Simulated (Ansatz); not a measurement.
hcp Re was calculated with r²SCAN-D4 (Ansatz, a program for electronic structure, plane waves, PAW).

Run with plane-wave cutoff 500 eV, 30×30×16 k mesh (along the axes of the cell as run), Fermi–Dirac smearing 0.1 eV, no spin polarisation, scalar-relativistic PAW data made under PBE.

Computed at the level's own relaxed cell.

Q: Predict the equilibrium volume per atom, lattice constant a and c axis length.

A: 
- equilibrium volume per atom = 14.63 Å³/atom
- lattice constant a = 2.755 Å
- c axis length = 4.452 Å

Measured, for comparison: lattice constant a 2.761 Å, lattice parameter c 4.458 Å (293 K, not corrected to a static lattice; as tabulated in Wikipedia's data pages). Computed (rounded) less measured: lattice constant a -0.2 %, lattice parameter c -0.1 %.

Spin–orbit coupling is not included.
